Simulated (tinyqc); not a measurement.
Worked calculation (part 1 of 3): CCSD on RHF in the sto-6g basis, for BH3, spin multiplicity 1. Computed by tinyqc, a small Python program that keeps every step (integrals from PySCF). Settings: charge = 0, multiplicity = 1, basis = sto-6g, method = RHF, energy threshold = 1e-10, iteration cap = 72, orthogonalisation = canonical, start = core, DIIS depth = 6, amplitude equations = CCSD, DIIS depth for amplitudes = 0, cap on updates = 53. Command: `OMP_NUM_THREADS=1 python tinyqc.py 21672 21673 out.jsonl` (the two numbers bound the seeds that draw the settings). One thread of a shared host (Intel(R) Xeon(R) Processor @ 2.60GHz), about 0.4 s of CPU time with the checks. The early iterations of the SCF are left out here.

## One-electron integrals

Geometry (angstrom):
```
atom          x          y         z
B      0.000000   0.000000  0.025000
H      1.322000   0.000000  0.000000
H     -0.661000   1.145000  0.000000
H     -0.661000  -1.145000  0.000000
```

Basis sto-6g: exponents (1/bohr^2) and contraction coefficients of normalised primitives:
```
element  l (shell)    exponent  coefficient
B            s (1)  506.011147     0.009164
B            s (1)   92.776814     0.049362
B            s (1)   25.955658     0.168538
B            s (1)    8.916445     0.370563
B            s (1)    3.462507     0.416492
B            s (1)    1.426054     0.130334
B            s (2)   23.194575    -0.013253
B            s (2)    4.590810    -0.046992
B            s (2)    1.426819    -0.033785
B            s (2)    0.548948     0.250242
B            s (2)    0.238410     0.595117
B            s (2)    0.109280     0.240706
B            p (3)   23.194575     0.003760
B            p (3)    4.590810     0.037679
B            p (3)    1.426819     0.173897
B            p (3)    0.548948     0.418036
B            p (3)    0.238410     0.425859
B            p (3)    0.109280     0.101708
H            s (1)   35.523221     0.009164
H            s (1)    6.513144     0.049361
H            s (1)    1.822143     0.168538
H            s (1)    0.625955     0.370563
H            s (1)    0.243077     0.416492
H            s (1)    0.100112     0.130334
```

Overlap, kinetic and nuclear-attraction integrals over the contracted functions; the nuclear repulsion is the sum of Za Zb / Rab.

nuclear repulsion = 6.69618673 hartree

overlap S:
```
           1B 1s     1B 2s     1B 2px     1B 2py     1B 2pz      2H 1s      3H 1s      4H 1s
1B 1s   1.000000  0.264891   0.000000   0.000000   0.000000   0.051267   0.051255   0.051255
1B 2s   0.264891  1.000000   0.000000   0.000000   0.000000   0.410342   0.410294   0.410294
1B 2px  0.000000  0.000000   1.000000   0.000000   0.000000   0.441185  -0.220558  -0.220558
1B 2py  0.000000  0.000000   0.000000   1.000000   0.000000   0.000000   0.382055  -0.382055
1B 2pz  0.000000  0.000000   0.000000   0.000000   1.000000  -0.008343  -0.008342  -0.008342
2H 1s   0.051267  0.410342   0.441185   0.000000  -0.008343   1.000000   0.074602   0.074602
3H 1s   0.051255  0.410294  -0.220558   0.382055  -0.008342   0.074602   1.000000   0.074581
4H 1s   0.051255  0.410294  -0.220558  -0.382055  -0.008342   0.074602   0.074581   1.000000
```

kinetic energy T (hartree):
```
            1B 1s      1B 2s     1B 2px     1B 2py     1B 2pz      2H 1s      3H 1s      4H 1s
1B 1s   10.947243  -0.333880   0.000000   0.000000   0.000000  -0.011503  -0.011503  -0.011503
1B 2s   -0.333880   0.374498   0.000000   0.000000   0.000000   0.058405   0.058385   0.058385
1B 2px   0.000000   0.000000   1.125026   0.000000   0.000000   0.171801  -0.085874  -0.085874
1B 2py   0.000000   0.000000   0.000000   1.125026   0.000000   0.000000   0.148753  -0.148753
1B 2pz   0.000000   0.000000   0.000000   0.000000   1.125026  -0.003249  -0.003248  -0.003248
2H 1s   -0.011503   0.058405   0.171801   0.000000  -0.003249   0.768522  -0.011653  -0.011653
3H 1s   -0.011503   0.058385  -0.085874   0.148753  -0.003248  -0.011653   0.768522  -0.011652
4H 1s   -0.011503   0.058385  -0.085874  -0.148753  -0.003248  -0.011653  -0.011652   0.768522
```

nuclear attraction V (hartree):
```
             1B 1s      1B 2s     1B 2px     1B 2py     1B 2pz      2H 1s      3H 1s      4H 1s
1B 1s   -24.592302  -3.062212  -0.000004   0.000000   0.000897  -0.650592  -0.650443  -0.650443
1B 2s    -3.062212  -4.925249  -0.000026   0.000000   0.007874  -1.717588  -1.717332  -1.717332
1B 2px   -0.000004  -0.000026  -4.974796   0.000000   0.000001  -1.745545   0.872597   0.872597
1B 2py    0.000000   0.000000   0.000000  -4.974796   0.000000   0.000000  -1.511542   1.511542
1B 2pz    0.000897   0.007874   0.000001   0.000000  -4.825665   0.034354   0.034347   0.034347
2H 1s    -0.650592  -1.717588  -1.745545   0.000000   0.034354  -3.686055  -0.296083  -0.296083
3H 1s    -0.650443  -1.717332   0.872597  -1.511542   0.034347  -0.296083  -3.685896  -0.295996
4H 1s    -0.650443  -1.717332   0.872597   1.511542   0.034347  -0.296083  -0.295996  -3.685896
```

core Hamiltonian H = T + V (hartree):
```
             1B 1s      1B 2s     1B 2px     1B 2py     1B 2pz      2H 1s      3H 1s      4H 1s
1B 1s   -13.645059  -3.396092  -0.000004   0.000000   0.000897  -0.662095  -0.661946  -0.661946
1B 2s    -3.396092  -4.550751  -0.000026   0.000000   0.007874  -1.659184  -1.658947  -1.658947
1B 2px   -0.000004  -0.000026  -3.849770   0.000000   0.000001  -1.573745   0.786723   0.786723
1B 2py    0.000000   0.000000   0.000000  -3.849770   0.000000   0.000000  -1.362790   1.362790
1B 2pz    0.000897   0.007874   0.000001   0.000000  -3.700639   0.031105   0.031100   0.031100
2H 1s    -0.662095  -1.659184  -1.573745   0.000000   0.031105  -2.917533  -0.307736  -0.307736
3H 1s    -0.661946  -1.658947   0.786723  -1.362790   0.031100  -0.307736  -2.917374  -0.307648
4H 1s    -0.661946  -1.658947   0.786723   1.362790   0.031100  -0.307736  -0.307648  -2.917374
```

## Two-electron integrals

Functions are numbered as in S; the eight-fold symmetry (ij|kl) = (ji|kl) = (kl|ij) leaves the list below.

Two-electron integrals (ij|kl) in chemists' order, unique and non-zero (hartree):
```
(11|11) 2.924993    (21|11) 0.480756    (21|21) 0.099484    (22|11) 0.743449
(22|21) 0.188967    (22|22) 0.544922    (31|31) 0.021096    (32|31) 0.030854
(32|32) 0.120443    (33|11) 0.743450    (33|21) 0.188967    (33|22) 0.544922
(33|33) 0.587109    (41|41) 0.021096    (42|41) 0.030854    (42|42) 0.120443
(43|43) 0.031641    (44|11) 0.743450    (44|21) 0.188967    (44|22) 0.544922
(44|33) 0.523827    (44|44) 0.587109    (51|51) 0.021096    (52|51) 0.030854
(52|52) 0.120443    (53|53) 0.031641    (54|54) 0.031641    (55|11) 0.743450
(55|21) 0.188967    (55|22) 0.544922    (55|33) 0.523827    (55|44) 0.523827
(55|55) 0.587109    (61|11) 0.096351    (61|21) 0.019317    (61|22) 0.036389
(61|31) 0.001518    (61|32) 0.002898    (61|33) 0.036785    (61|44) 0.036191
(61|51) -0.000029   (61|52) -0.000055   (61|53) -0.000011   (61|55) 0.036191
(61|61) 0.003892    (62|11) 0.233941    (62|21) 0.060496    (62|22) 0.192310
(62|31) 0.007077    (62|32) 0.041916    (62|33) 0.203283    (62|44) 0.186821
(62|51) -0.000134   (62|52) -0.000793   (62|53) -0.000311   (62|55) 0.186827
(62|61) 0.012482    (62|62) 0.094808    (63|11) 0.222383    (63|21) 0.058312
(63|22) 0.195128    (63|31) 0.012091    (63|32) 0.067247    (63|33) 0.215580
(63|44) 0.184899    (63|51) -0.000110   (63|52) -0.000729   (63|53) -0.000433
(63|55) 0.184904    (63|61) 0.012637    (63|62) 0.112468    (63|63) 0.140924
(64|41) 0.006286    (64|42) 0.028684    (64|43) 0.007809    (64|54) -0.000148
(64|64) 0.010278    (65|11) -0.004205   (65|21) -0.001103   (65|22) -0.003690
(65|31) -0.000110   (65|32) -0.000729   (65|33) -0.003781   (65|44) -0.003497
(65|51) 0.006288    (65|52) 0.028698    (65|53) 0.007814    (65|55) -0.003792
(65|61) -0.000239   (65|62) -0.002127   (65|63) -0.002471   (65|65) 0.010324
(66|11) 0.396492    (66|21) 0.104682    (66|22) 0.375748    (66|31) 0.014616
(66|32) 0.114846    (66|33) 0.419752    (66|44) 0.353735    (66|51) -0.000276
(66|52) -0.002172   (66|53) -0.001248   (66|55) 0.353758    (66|61) 0.022099
(66|62) 0.238901    (66|63) 0.307758    (66|65) -0.005820   (66|66) 0.774999
(71|11) 0.096329    (71|21) 0.019312    (71|22) 0.036381    (71|31) -0.000759
(71|32) -0.001449   (71|33) 0.036331    (71|41) 0.001314    (71|42) 0.002509
(71|43) -0.000257   (71|44) 0.036628    (71|51) -0.000029   (71|52) -0.000055
(71|53) 0.000006    (71|54) -0.000010   (71|55) 0.036183    (71|61) 0.003708
(71|62) 0.011300    (71|63) 0.010636    (71|64) 0.000481    (71|65) -0.000217
(71|66) 0.019434    (71|71) 0.003890    (72|11) 0.233905    (72|21) 0.060487
(72|22) 0.192283    (72|31) -0.003538   (72|32) -0.020954   (72|33) 0.190909
(72|41) 0.006128    (72|42) 0.036297    (72|43) -0.007127   (72|44) 0.199140
(72|51) -0.000134   (72|52) -0.000793   (72|53) 0.000156    (72|54) -0.000270
(72|55) 0.186801    (72|61) 0.011301    (72|62) 0.061718    (72|63) 0.058818
(72|64) 0.007344    (72|65) -0.001353   (72|66) 0.118086    (72|71) 0.012477
(72|72) 0.094785    (73|11) -0.111170   (73|21) -0.029150   (73|22) -0.097546
(73|31) 0.007735    (73|32) 0.038317    (73|33) -0.102122   (73|41) -0.002513
(73|42) -0.016696   (73|43) 0.010022    (73|44) -0.098080   (73|51) 0.000055
(73|52) 0.000365    (73|53) -0.000219   (73|54) 0.000123    (73|55) -0.092435
(73|61) -0.004902   (73|62) -0.023048   (73|63) -0.017045   (73|64) -0.001902
(73|65) 0.000498    (73|66) -0.039154   (73|71) -0.006316   (73|72) -0.056217
(73|73) 0.042925    (74|11) 0.192571    (74|21) 0.050494    (74|22) 0.168971
(74|31) -0.002513   (74|32) -0.016696   (74|33) 0.163374    (74|41) 0.010638
(74|42) 0.057600    (74|43) -0.009552   (74|44) 0.183421    (74|51) -0.000095
(74|52) -0.000631   (74|53) 0.000123    (74|54) -0.000361   (74|55) 0.160118
(74|61) 0.009453    (74|62) 0.054613    (74|63) 0.051944    (74|64) 0.011845
(74|65) -0.001173   (74|66) 0.105035    (74|71) 0.010941    (74|72) 0.097381
(74|73) -0.056558   (74|74) 0.108246    (75|11) -0.004205   (75|21) -0.001102
(75|22) -0.003689   (75|31) 0.000055    (75|32) 0.000365    (75|33) -0.003567
(75|41) -0.000095   (75|42) -0.000631   (75|43) 0.000123    (75|44) -0.003710
(75|51) 0.006287    (75|52) 0.028693    (75|53) -0.003906   (75|54) 0.006766
(75|55) -0.003791   (75|61) -0.000217   (75|62) -0.001353   (75|63) -0.001265
(75|64) -0.000155   (75|65) 0.006049    (75|66) -0.002700   (75|71) -0.000239
(75|72) -0.002126   (75|73) 0.001235    (75|74) -0.002139   (75|75) 0.010321
(76|11) 0.040264    (76|21) 0.010412    (76|22) 0.033626    (76|31) 0.000511
(76|32) 0.003070    (76|33) 0.033954    (76|41) 0.000884    (76|42) 0.005318
(76|43) 0.000282    (76|44) 0.034281    (76|51) -0.000039   (76|52) -0.000232
(76|53) -0.000034   (76|54) -0.000059   (76|55) 0.032643    (76|61) 0.002066
(76|62) 0.014086    (76|63) 0.015527    (76|64) 0.001525    (76|65) -0.000344
(76|66) 0.032153    (76|71) 0.002065    (76|72) 0.014084    (76|73) -0.006442
(76|74) 0.014209    (76|75) -0.000344   (76|76) 0.002666    (77|11) 0.396464
(77|21) 0.104675    (77|22) 0.375727    (77|31) -0.007306   (77|32) -0.057414
(77|33) 0.370216    (77|41) 0.012656    (77|42) 0.099454    (77|43) -0.028583
(77|44) 0.403227    (77|51) -0.000276   (77|52) -0.002171   (77|53) 0.000624
(77|54) -0.001081   (77|55) 0.353739    (77|61) 0.019437    (77|62) 0.118097
(77|63) 0.110547    (77|64) 0.018606    (77|65) -0.002700   (77|66) 0.230818
(77|71) 0.022092    (77|72) 0.238868    (77|73) -0.153850   (77|74) 0.266502
(77|75) -0.005819   (77|76) 0.032153    (77|77) 0.774999    (81|11) 0.096329
(81|21) 0.019312    (81|22) 0.036381    (81|31) -0.000759   (81|32) -0.001449
(81|33) 0.036331    (81|41) -0.001314   (81|42) -0.002509   (81|43) 0.000257
(81|44) 0.036628    (81|51) -0.000029   (81|52) -0.000055   (81|53) 0.000006
(81|54) 0.000010    (81|55) 0.036183    (81|61) 0.003708    (81|62) 0.011300
(81|63) 0.010636    (81|64) -0.000481   (81|65) -0.000217   (81|66) 0.019434
(81|71) 0.003707    (81|72) 0.011298    (81|73) -0.005733   (81|74) 0.008970
(81|75) -0.000217   (81|76) 0.001909    (81|77) 0.019432    (81|81) 0.003890
(82|11) 0.233905    (82|21) 0.060487    (82|22) 0.192283    (82|31) -0.003538
(82|32) -0.020954   (82|33) 0.190909    (82|41) -0.006128   (82|42) -0.036297
(82|43) 0.007127    (82|44) 0.199140    (82|51) -0.000134   (82|52) -0.000793
(82|53) 0.000156    (82|54) 0.000270    (82|55) 0.186801    (82|61) 0.011301
(82|62) 0.061718    (82|63) 0.058818    (82|64) -0.007344   (82|65) -0.001353
(82|66) 0.118086    (82|71) 0.011298    (82|72) 0.061708    (82|73) -0.035761
(82|74) 0.047262    (82|75) -0.001353   (82|76) 0.010150    (82|77) 0.118077
(82|81) 0.012477    (82|82) 0.094785    (83|11) -0.111170   (83|21) -0.029150
(83|22) -0.097546   (83|31) 0.007735    (83|32) 0.038317    (83|33) -0.102122
(83|41) 0.002513    (83|42) 0.016696    (83|43) -0.010022   (83|44) -0.098080
(83|51) 0.000055    (83|52) 0.000365    (83|53) -0.000219   (83|54) -0.000123
(83|55) -0.092435   (83|61) -0.004902   (83|62) -0.023048   (83|63) -0.017045
(83|64) 0.001902    (83|65) 0.000498    (83|66) -0.039154   (83|71) -0.005733
(83|72) -0.035761   (83|73) 0.026283    (83|74) -0.026918   (83|75) 0.000766
(83|76) -0.004665   (83|77) -0.071371   (83|81) -0.006316   (83|82) -0.056217
(83|83) 0.042925    (84|11) -0.192571   (84|21) -0.050494   (84|22) -0.168971
(84|31) 0.002513    (84|32) 0.016696    (84|33) -0.163374   (84|41) 0.010638
(84|42) 0.057600    (84|43) -0.009552   (84|44) -0.183421   (84|51) 0.000095
(84|52) 0.000631    (84|53) -0.000123   (84|54) -0.000361   (84|55) -0.160118
(84|61) -0.009453   (84|62) -0.054613   (84|63) -0.051944   (84|64) 0.011845
(84|65) 0.001173    (84|66) -0.105035   (84|71) -0.008970   (84|72) -0.047262
(84|73) 0.026918    (84|74) -0.031491   (84|75) 0.001018    (84|76) -0.008082
(84|77) -0.086426   (84|81) -0.010941   (84|82) -0.097381   (84|83) 0.056558
(84|84) 0.108246    (85|11) -0.004205   (85|21) -0.001102   (85|22) -0.003689
(85|31) 0.000055    (85|32) 0.000365    (85|33) -0.003567   (85|41) 0.000095
(85|42) 0.000631    (85|43) -0.000123   (85|44) -0.003710   (85|51) 0.006287
(85|52) 0.028693    (85|53) -0.003906   (85|54) -0.006766   (85|55) -0.003791
(85|61) -0.000217   (85|62) -0.001353   (85|63) -0.001265   (85|64) 0.000155
(85|65) 0.006049    (85|66) -0.002700   (85|71) -0.000217   (85|72) -0.001353
(85|73) 0.000766    (85|74) -0.001018   (85|75) 0.006048    (85|76) -0.000241
(85|77) -0.002699   (85|81) -0.000239   (85|82) -0.002126   (85|83) 0.001235
(85|84) 0.002139    (85|85) 0.010321    (86|11) 0.040264    (86|21) 0.010412
(86|22) 0.033626    (86|31) 0.000511    (86|32) 0.003070    (86|33) 0.033954
(86|41) -0.000884   (86|42) -0.005318   (86|43) -0.000282   (86|44) 0.034281
(86|51) -0.000039   (86|52) -0.000232   (86|53) -0.000034   (86|54) 0.000059
(86|55) 0.032643    (86|61) 0.002066    (86|62) 0.014086    (86|63) 0.015527
(86|64) -0.001525   (86|65) -0.000344   (86|66) 0.032153    (86|71) 0.001909
(86|72) 0.010150    (86|73) -0.004665   (86|74) 0.008082    (86|75) -0.000241
(86|76) 0.002048    (86|77) 0.019149    (86|81) 0.002065    (86|82) 0.014084
(86|83) -0.006442   (86|84) -0.014209   (86|85) -0.000344   (86|86) 0.002666
(87|11) 0.040252    (87|21) 0.010410    (87|22) 0.033616    (87|31) -0.001021
(87|32) -0.006138   (87|33) 0.034433    (87|44) 0.033782    (87|51) -0.000039
(87|52) -0.000232   (87|53) 0.000068    (87|55) 0.032634    (87|61) 0.001909
(87|62) 0.010148    (87|63) 0.009330    (87|65) -0.000241   (87|66) 0.019144
(87|71) 0.002065    (87|72) 0.014080    (87|73) -0.009080   (87|74) 0.012680
(87|75) -0.000343   (87|76) 0.002047    (87|77) 0.032143    (87|81) 0.002065
(87|82) 0.014080    (87|83) -0.009080   (87|84) -0.012680   (87|85) -0.000343
(87|86) 0.002047    (87|87) 0.002664    (88|11) 0.396464    (88|21) 0.104675
(88|22) 0.375727    (88|31) -0.007306   (88|32) -0.057414   (88|33) 0.370216
(88|41) -0.012656   (88|42) -0.099454   (88|43) 0.028583    (88|44) 0.403227
(88|51) -0.000276   (88|52) -0.002171   (88|53) 0.000624    (88|54) 0.001081
(88|55) 0.353739    (88|61) 0.019437    (88|62) 0.118097    (88|63) 0.110547
(88|64) -0.018606   (88|65) -0.002700   (88|66) 0.230818    (88|71) 0.019432
(88|72) 0.118077    (88|73) -0.071371   (88|74) 0.086426    (88|75) -0.002699
(88|76) 0.019149    (88|77) 0.230801    (88|81) 0.022092    (88|82) 0.238868
(88|83) -0.153850   (88|84) -0.266502   (88|85) -0.005819   (88|86) 0.032153
(88|87) 0.032143    (88|88) 0.774999
```

## Orthogonalisation

S = U s U^T; canonical form X = U s^(-1/2), so that X^T S X = 1. Each column of U has its largest component positive (the first on a tie).

eigenvalues of S: 0.329886  0.421098  0.421116  0.959487  1.000628  1.504293  1.504303  1.859189

X:
```
                1          2          3          4          5          6          7          8
1B 1s   -0.370982   0.000153   0.000000   0.949494   0.115707  -0.000038   0.000000   0.202433
1B 2s    1.304392  -0.000406   0.000000  -0.027117   0.014725  -0.000070   0.000000   0.485260
1B 2px   0.000427   1.051469   0.000000  -0.000007   0.000000   0.596051   0.000000   0.000065
1B 2py   0.000000   0.000000   1.051461   0.000000   0.000000   0.000000   0.596041   0.000000
1B 2pz  -0.023539   0.000006   0.000000  -0.125671   0.991922   0.000001   0.000000  -0.008597
2H 1s   -0.630638  -0.919646   0.000000  -0.203413  -0.024890   0.454193   0.000000   0.295202
3H 1s   -0.630090   0.460113  -0.796577  -0.203446  -0.024894  -0.227153   0.393379   0.295122
4H 1s   -0.630090   0.460113   0.796577  -0.203446  -0.024894  -0.227153  -0.393379   0.295122
```

Within a degenerate level the vectors are fixed only up to a rotation; this is one choice.
